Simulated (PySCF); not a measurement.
SMILES ClC1CCCC1, C5H9Cl

Cartesian coordinates in Å; atom numbers follow the order of the lines, from 1:
```xyz
15

Cl    1.625   -1.924    2.451
C     1.531   -1.543    0.682
C     1.897   -0.080    0.434
C     0.567    0.706    0.493
C    -0.534   -0.346    0.715
C     0.086   -1.648    0.216
H     2.210   -2.258    0.201
H     2.356   -0.001   -0.564
H     2.647    0.269    1.157
H     0.569    1.468    1.285
H     0.403    1.242   -0.454
H    -1.478   -0.096    0.209
H    -0.753   -0.446    1.789
H    -0.414   -2.559    0.573
H     0.091   -1.675   -0.888
```

Theory: TDDFT CAM-B3LYP/def2-TZVPD excited states, vertical, gas phase in PySCF 2.14.0. Geometry: PBE0-D3(BJ)/def2-SVP.

Give the one- and two-photon strengths of the lowest singlets.

δ for parallel linear polarisation; σ at the peak of a Lorentzian of half width 0.1 eV, single beam; Ω is circular over linear.
| state | E (eV) | f | photon λ (nm) | δ (au) | σ (GM) | Ω | main |
| --- | --- | --- | --- | --- | --- | --- | --- |
| S1 | 7.11 | 0.001 | 349 | 5.12 | 0.10 | 1.18 | HOMO→LUMO+4 0.38, HOMO→LUMO+1 0.24 |
| S2 | 7.16 | 0.001 | 346 | 3.87 | 0.07 | 1.39 | HOMO−1→LUMO+4 0.38, HOMO−1→LUMO+1 0.26 |
| S3 | 7.66 | 0.026 | 324 | 13.3 | 0.28 | 1.43 | HOMO→LUMO 0.84 |
| S4 | 7.76 | 0.026 | 319 | 21.8 | 0.48 | 1.47 | HOMO−1→LUMO 0.78, HOMO−1→LUMO+2 0.08 |
| S5 | 8.21 | 0.012 | 302 | 27.4 | 0.68 | 1.50 | HOMO→LUMO+1 0.61, HOMO→LUMO+4 0.23 |
| S6 | 8.31 | 0.026 | 298 | 15.5 | 0.39 | 1.38 | HOMO−1→LUMO+1 0.47, HOMO−1→LUMO+4 0.14 |
